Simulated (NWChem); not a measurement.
## Correlation energy of methane (CH4)

SMILES: C
```xyz
5

C      0.0000     0.0000     0.0000
H      0.0000     0.8966     0.6340
H      0.0000    -0.8966     0.6340
H     -0.8966     0.0000    -0.6340
H      0.8966     0.0000    -0.6340
```
Charge 0, spin multiplicity 1.

Everything below was run with NWChem. Structure: optimised with PBE0/def2-SVP, a minimum by its harmonic frequencies.

Basis set: cc-pVTZ. Each correlation energy counts from its own Hartree-Fock reference.

The correlated methods keep 1 core orbital frozen. No row is a measurement; the coupled-cluster row has its own basis-set and correlation limits.

```
method        correlation energy (mHa)
------------  ------------------------
SCS-MP2                              ?
CCSD(T)                         -225.1
CR-CCSD[T]                           ?
CCSD+T(CCSD)                    -225.3
RI-MP2                          -198.4
MP2                             -198.5
CCSD                                 ?
CR-CCSD(T)                      -224.3
```

Task: Fill in the missing entries.

Result: 
- SCS-MP2, correlation energy (mHa): -206.8
- CR-CCSD[T], correlation energy (mHa): -224.5
- CCSD, correlation energy (mHa): -218.8
